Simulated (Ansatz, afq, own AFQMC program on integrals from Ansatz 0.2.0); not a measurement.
AFQMC, coupled cluster and functionals along a coordinate of HCl + CH₂, triplet

```xyz
5

Cl   -0.7811    0.0000    0.0000
H     0.4977    0.0000    0.0000
C     1.8789    0.0000    0.0000
H     2.2934    0.0000    0.9962
H     2.2934    0.0000   -0.9962
```

A hydrogen atom is moved from one rigid fragment to the other; the Cl1–H2 distance tells how far. The two fragments are held close together, so this isn't a minimum-energy path and the start is a compressed complex. Energies in kcal/mol count from this geometry (1.279 Å) at the same level; the start stands on UHF, each point on the determinant named.

Basis cc-pVTZ. Noble-gas cores (and the filled d shells of Ga–Kr and In–Xe) are frozen. AFQMC by an in-house program on the Cholesky factors that Ansatz 0.2.0 writes for its CCSD(T) run. The CISD trial takes its coefficients from CCSD amplitudes. Released means that phaseless walkers are propagated on without the constraint, phases kept. Error bars are statistical, one sigma.

Cautions, each for one point or more: lower spins were not checked.

| r(Cl1–H2) / Å | det. | T1 | weight | ⟨S²⟩ | CCSD(T) | ph-AFQMC/CISD | PBE | r2SCAN |
| --- | --- | --- | --- | --- | --- | --- | --- | --- |
| 1.362 | UHF | 0.013 | 0.87 | 2.04 | -3.0 | -3.1 ± 0.2 | -4.7 | -4.0 |
| 1.404 | UHF | 0.013 | 0.87 | 2.04 | -4.0 | -4.1 ± 0.2 | -6.2 | -5.3 |
| 1.445 | UHF | 0.013 | 0.87 | 2.05 | -4.9 | -4.7 ± 0.2 | -7.3 | -6.2 |
| 1.487 | UHF | 0.013 | 0.87 | 2.04 | -5.6 | -5.6 ± 0.2 | -7.9 | -6.8 |
| 1.570 | UHF | 0.013 | 0.87 | 2.04 | -5.7 | -5.5 ± 0.2 | -7.1 | -6.2 |

Weight is that of the determinant in the CISD state; at the start T1 is 0.013 and the weight 0.87, and ⟨S²⟩ is 2.03. Largest departures from phaseless AFQMC with a CISD trial: CCSD(T) -0.2 kcal/mol at 1.570 (on UHF) (within the noise), PBE -2.6 kcal/mol at 1.445, r2SCAN -1.5 kcal/mol at 1.445. The walk's constraint bias lies outside its error bars, so these are departures and not errors. Functionals count only at points shown to share the start's state and spin.

Some points may be missing: those where a free walk finds a much lower state, and past Zn most of those on another determinant than at the start.

A walk keeps the symmetry of its determinant, which the program's search chose and which needn't be the lowest solution, so a lower state of the same spin and another symmetry isn't excluded.
